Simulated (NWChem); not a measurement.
## Ionisation of N (+1)

```
N
```
Charge +1, spin multiplicity 3.

Program: NWChem.

Basis set: def2-TZVP. −ε marks an orbital energy of the parent.

B3LYP has NWChem's definition, with VWN1-RPA local correlation. No SCF solution was tested for a lower state.

Question: Order these methods by the first vertical ionisation energy they give, lowest first: −ε(alpha HOMO) of PBE, −ε(alpha HOMO) of B3LYP, −ε(alpha HOMO) of BLYP, −ε(alpha HOMO) of CAM-B3LYP, G0W0@PBE.

Answer: −ε(alpha HOMO) of BLYP (21.92 eV), −ε(alpha HOMO) of PBE (22.02 eV), −ε(alpha HOMO) of B3LYP (23.85 eV), −ε(alpha HOMO) of CAM-B3LYP (25.80 eV), G0W0@PBE (28.66 eV)
